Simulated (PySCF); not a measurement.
Level sweep

Compound: BCl (singlet state).
Geometry (PBE0-D3(BJ)/def2-SVP, Å), atoms numbered from 1 in this order:
```
atom  x, y, z in Å
B1     0.8832   -0.0858    0.0087
Cl2   -0.8335   -0.0019   -0.0309
```

PySCF, dipoles from the SCF density, polarisabilities from static response with core orbitals frozen. Geometry: PBE0-D3(BJ)/def2-SVP; no solvent, vibrations or thermal averaging.

How do dipole and polarisability depend on functional and basis here?

```json
{"level": "LDA/def2-SVPD", "μ (D)": "1.779", "α (Å³)": "5.08", "anisotropy (Å³)": "1.84"}
{"level": "PBE/def2-SVPD", "μ (D)": "1.729", "α (Å³)": "5.02", "anisotropy (Å³)": "1.86"}
{"level": "B3LYP/def2-SVPD", "μ (D)": "1.646", "α (Å³)": "4.91", "anisotropy (Å³)": "1.64"}
{"level": "PBE0/def2-SVPD", "μ (D)": "1.638", "α (Å³)": "4.86", "anisotropy (Å³)": "1.61"}
{"level": "BHandHLYP/def2-SVPD", "μ (D)": "1.555", "α (Å³)": "4.76", "anisotropy (Å³)": "1.39"}
{"level": "CAM-B3LYP/def2-SVPD", "μ (D)": "1.632", "α (Å³)": "4.84", "anisotropy (Å³)": "1.49"}
{"level": "wB97X-D/def2-SVPD", "μ (D)": "1.602", "α (Å³)": "4.87", "anisotropy (Å³)": "1.47"}
{"level": "LC-wPBE/def2-SVPD", "μ (D)": "1.630", "α (Å³)": "4.72", "anisotropy (Å³)": "1.37"}
{"level": "HF/def2-SVPD", "μ (D)": "1.498", "α (Å³)": "4.66", "anisotropy (Å³)": "1.05"}
{"level": "PBE0/6-31G*", "μ (D)": "1.166", "α (Å³)": "3.49", "anisotropy (Å³)": "2.26"}
{"level": "PBE0/def2-SVP", "μ (D)": "1.768", "α (Å³)": "3.77", "anisotropy (Å³)": "1.59"}
{"level": "PBE0/6-31+G*", "μ (D)": "1.363", "α (Å³)": "4.35", "anisotropy (Å³)": "2.26"}
{"level": "PBE0/aug-cc-pVDZ", "μ (D)": "1.537", "α (Å³)": "4.82", "anisotropy (Å³)": "1.74"}
{"level": "PBE0/def2-TZVP", "μ (D)": "1.628", "α (Å³)": "4.48", "anisotropy (Å³)": "1.83"}
{"level": "PBE0/def2-TZVPD", "μ (D)": "1.591", "α (Å³)": "4.92", "anisotropy (Å³)": "1.67"}
{"level": "PBE0/aug-cc-pVTZ", "μ (D)": "1.568", "α (Å³)": "4.91", "anisotropy (Å³)": "1.69"}
```

The anisotropy is √(½[(α1 − α2)² + (α2 − α3)² + (α3 − α1)²]). The dipole runs from 1.17 D (PBE0/6-31G*) to 1.78 D (LDA/def2-SVPD). No reference polarisability is at hand; against PBE0 in the largest diffuse basis at hand (aug-cc-pVTZ) the other PBE0 rows deviate by 6-31G* -29%, def2-SVP -23%, 6-31+G* -11%, def2-SVPD -1%, aug-cc-pVDZ -2%, def2-TZVP -9%, def2-TZVPD 0%. In one basis (def2-SVPD) the functionals order the polarisability from HF (lowest) to LDA (highest), a spread of 9%. With PBE0 the polarisability is 3.92 Å³ without diffuse functions (mean of 6-31G*, def2-SVP and def2-TZVP) and 4.77 Å³ with them (mean of 6-31+G*, def2-SVPD, aug-cc-pVDZ, def2-TZVPD and aug-cc-pVTZ).
